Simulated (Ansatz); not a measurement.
# SiNH5 (singlet): wave-function methods side by side at twist about Si1–N2 = 0.0°, cc-pVDZ

Aim: climb from Hartree-Fock through coupled cluster and multireference methods for SiNH5 (singlet) at one geometry and basis, and see what each rung misses.

Program: Ansatz 0.2.0, Gaussian basis. Level of theory: cc-pVDZ, correlated electrons: outside noble gas. These are calculated values, not measurements.

To be run: UHF; CCSD(T) on RHF; BCCD(T) on RHF; CISD; CCSDT(Q) on RHF; CASSCF and NEVPT2, 2 electrons in 2 orbitals; CASSCF and NEVPT2, 8 electrons in 8 orbitals.

## Step 1: What is computed

The geometry derives from a PBE0/def2-TZVP stationary point (not a proven minimum). One half is turned about the bond named; the halves are rigid.

7 atoms, charge 0, spin multiplicity 1.

Atoms are counted from 1 here; the program's logs count them from 0.

Bond lengths: Si1–N2 1.720 Å, Si1–H3 1.486 Å, Si1–H4 1.486 Å, Si1–H5 1.494 Å, N2–H6 1.007 Å, N2–H7 1.007 Å. Angles: N2–Si1–H3 107.9°, N2–Si1–H4 107.9°, N2–Si1–H5 116.0°, H3–Si1–H4 110.5°, H3–Si1–H5 107.3°, H4–Si1–H5 107.3°, Si1–N2–H6 119.6°, Si1–N2–H7 119.6°, H6–N2–H7 110.6°.

In the tables R marks a restricted determinant and U an unrestricted one; 'frontier' is the active space of 8 electrons in 8 orbitals; 'pair' is the active space of 2 electrons in 2 orbitals; correlation energies count from the lowest restricted Hartree-Fock solution.

## Step 2: UHF

Contents of in.yaml:

```yaml
crystal:
  periodic: [false, false, false]
  atoms:
    - {symbol: Si, position_ang: [-0.011347, 0.000000, 0.572608]}
    - {symbol: N, position_ang: [0.053849, 0.000000, -1.146526]}
    - {symbol: H, position_ang: [0.684273, -1.220684, 1.055828]}
    - {symbol: H, position_ang: [0.684271, 1.220686, 1.055828]}
    - {symbol: H, position_ang: [-1.378529, -0.000001, 1.175249]}
    - {symbol: H, position_ang: [-0.211071, -0.828320, -1.654829]}
    - {symbol: H, position_ang: [-0.211072, 0.828319, -1.654829]}
basis:
  gaussian: {orbitals: cc-pVDZ}
magnetization: {spin_polarized: true, initial_magnetization: 0}
hamiltonian: {xc: hf}
output: {orbitals: {seedname: orbitals}}
```

Started as:

```
$ ansatz run in.yaml --threads 1 --pin off --events-out ev --progress --plain --max-ram 2393MiB
```

The runs that follow: CCSD(T) on RHF; BCCD(T) on RHF; CISD; CCSDT(Q) on RHF; CASSCF and NEVPT2, 2 electrons in 2 orbitals; CASSCF and NEVPT2, 8 electrons in 8 orbitals.

Q: Predict the results of all the runs planned. Wanted: correlation energy, RCCSDT(Q); RMP2 from RCCSDT(Q); RCCSD from RCCSDT(Q); RCCSD(T) from RCCSDT(Q); NEVPT2 pair from RCCSDT(Q); NEVPT2 frontier from RCCSDT(Q); T1 diagnostic.

The runs gave:

```
                         quantity                      value
    correlation energy, RCCSDT(Q)                 -8.8414 eV
              RMP2 from RCCSDT(Q)                +1167.7 meV
             RCCSD from RCCSDT(Q)                 +217.6 meV
          RCCSD(T) from RCCSDT(Q)                  +32.8 meV
       NEVPT2 pair from RCCSDT(Q)                +1194.9 meV
   NEVPT2 frontier from RCCSDT(Q)                +1380.5 meV
levels within 1 kcal/mol (43 meV)  RCCSD(T), BCCD(T), RCCSDT
                    T1 diagnostic                      0.010
```

In words: RCCSD(T) lands +32.8 meV from the yardstick (0.4 % of the correlation energy). Of the multireference levels listed NEVPT2 pair comes nearest (+1194.9 meV). These misses are within one basis and frozen core, not against nature; frozen cores of the runs differ by up to some meV.
